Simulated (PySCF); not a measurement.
# One molecule, a ladder of functionals, a line

Molecule: `ClC(F)(Cl)Cl`, CCl₃F.

Geometry (Å), atoms numbered from 1 in this order:
```xyz
5

F    -0.9961    0.9751   -0.1244
C    -0.0520    0.0510   -0.0065
Cl    0.6091    0.1269    1.6296
Cl   -0.7738   -1.5341   -0.3034
Cl    1.2129    0.3811   -1.1954
```

GIAO shieldings (ppm, equivalent atoms averaged) in PySCF 2.14.0 with density-fitted response routines on the PBE0-D3(BJ)/def2-SVP geometry, basis pcSseg-2, gas phase, non-relativistic:

| functional | exact exchange (%) | σ(F1) | σ(C2) | σ(Cl3/Cl4/Cl5) |
| --- | --- | --- | --- | --- |
| BLYP | 0 | 143.1 | 16.7 | 326.5 |
| BP86 | 0 | 143.9 | 24.0 | 345.9 |
| PBE | 0 | 142.9 | 24.5 | 353.3 |
| B3LYP | 20 | 169.7 | 26.6 | 366.5 |
| PBE0 | 25 | 175.8 | 36.1 | 401.9 |
| BHandHLYP | 50 | 202.0 | 41.3 | 417.9 |
| HF | 100 | 245.3 | 66.3 | 500.9 |

Problem. Fit each shielding as a line in the percentage of exact exchange.

Solution. σ(F1) = 145.9 + 1.03 x (rms 3.4 ppm); σ(C2) = 21.4 + 0.44 x (rms 3.2 ppm); σ(Cl3/Cl4/Cl5) = 343.5 + 1.58 x (rms 11.0 ppm). The functionals also differ in their semilocal parts, which the line can't hold; Hartree–Fock has no correlation at all.

Problem. What does the line predict for mPW1PW91 (25 %), and what does the run give?

Solution. σ(F1): 171.7 predicted, 177.2 computed; σ(C2): 32.4 predicted, 34.9 computed; σ(Cl3/Cl4/Cl5): 383.0 predicted, 398.6 computed ppm.
